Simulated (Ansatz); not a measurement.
Si2NH7 (SMILES [SiH3]N[SiH3]): the energy to break a bond

Si2NH7 has 10 atoms, charge 0, and is taken as a singlet. As SMILES, `[SiH3]N[SiH3]`. The shape was relaxed beforehand at r2SCAN/def2-SVP.

```csv
atom,x (Å),y (Å),z (Å)
Si,-1.0553,0.7696,-0.8904
N,0.1164,0.4982,0.3709
Si,1.0092,-0.9455,0.7657
H,-1.3936,-0.5586,-1.4764
H,-0.5453,1.6617,-1.9803
H,-2.2930,1.4103,-0.3465
H,0.3626,1.3229,0.9180
H,0.4188,-2.0634,-0.0241
H,0.9135,-1.2552,2.2263
H,2.4667,-0.8400,0.4370
```

Wanted: the dissociation energy of the H8–Si3 bond into doublet H and doublet Si2NH6 (shapes relaxed at r2SCAN/def2-SVP, no zero-point term). 1 Eh = 2625.50 kJ/mol = 27.2114 eV. Totals in Eh; open shells run unrestricted unless said.

| level | program | Si2NH7 | doublet H | doublet Si2NH6 |
| --- | --- | --- | --- | --- |
| PBE/def2-TZVP | Ansatz | -637.633295 | -0.499616 | -636.992045 |
| r2SCAN/def2-TZVP | Ansatz | -637.931277 | -0.499927 | -637.286758 |
| PBE0-D4/def2-TZVP | Ansatz | -637.709264 | -0.501036 | -637.063681 |

**Question.** Work out the dissociation energy at each level.

**Answer.** 
1. PBE/def2-TZVP: (-0.499616) + (-636.992045) − (-637.633295) = 0.141634 Eh = 371.9 kJ/mol = 3.85 eV.
2. r2SCAN/def2-TZVP: (-0.499927) + (-637.286758) − (-637.931277) = 0.144592 Eh = 379.6 kJ/mol = 3.93 eV.
3. PBE0-D4/def2-TZVP: (-0.501036) + (-637.063681) − (-637.709264) = 0.144547 Eh = 379.5 kJ/mol = 3.93 eV.

The levels span 372 to 380 kJ/mol; no measured value is set beside them. A bond enthalpy at 298 K also holds the loss of zero-point energy and thermal terms.
